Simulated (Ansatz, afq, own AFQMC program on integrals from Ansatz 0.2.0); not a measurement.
GeH2⁺, doublet: AFQMC among the cluster methods

```xyz
3

Ge    0.0000   -0.0303    0.0000
H     0.0000    1.0906   -1.1335
H     0.0000    1.0906    1.1335
```

Basis cc-pVDZ. Noble-gas cores (and the filled d shells of Ga–Kr and In–Xe) are frozen. Ansatz 0.2.0 and our own AFQMC program on the same integrals; the CISD trial comes from CCSD amplitudes, and released means the phaseless constraint is let go. Uncertainties: one standard error, sampling alone. No spin–orbit coupling.

Determinant: UHF, the one that the program's search chose, which needn't be the lowest solution. The geometry is a PBE0/def2-TZVP stationary point of this or a neighbouring charge and spin state.

Full CI on the same integrals is exact in this basis and with this determinant's frozen core.

Cautions: no relativity below Rb; no spin-orbit coupling; inner d shell frozen.

```
T1 diagnostic                               : 0.0172
weight of the determinant in the CISD state : 0.938
⟨S²⟩ of the determinant                     : 0.765
size of the correlated space                : 5 electrons in 23 orbitals
```

Reference: full CI, correlation energy -2.303 eV. The released energy is read at 2.40 1/Eh (meV from the phaseless value at times in 1/Eh: -2.1 ± 1.0 at 0.24, -3.5 ± 0.8 at 0.51, -4.5 ± 0.8 at 0.99, -4.7 ± 0.8 at 1.62, -6.1 ± 0.9 at 2.40).

```
         level  E − E(reference) (kcal/mol)  share of correlation (%)
            HF                        53.10                      0.00
           MP2                        14.92                     71.91
          CCSD                         1.35                     97.45
       CCSD(T)                         0.38                     99.28
         CCSDT                         0.01                     99.98
      CCSDT(Q)                         0.00                    100.00
        CCSDTQ                         0.00                    100.00
 ph-AFQMC/CISD                  0.13 ± 0.03                     99.75
released AFQMC                 -0.01 ± 0.02                    100.01
```

CCSDT and higher add their correlation energy to the determinant of the CCSD(T) run, since their own runs factorise the integrals more tightly (a shift of under 2 meV). A walk keeps the symmetry of its determinant, which the program's search chose and which needn't be the lowest solution, so a lower state of the same spin and another symmetry isn't excluded. Released energies are given only where the last usable release times agree within the noise; a slower fall can still hide under it.
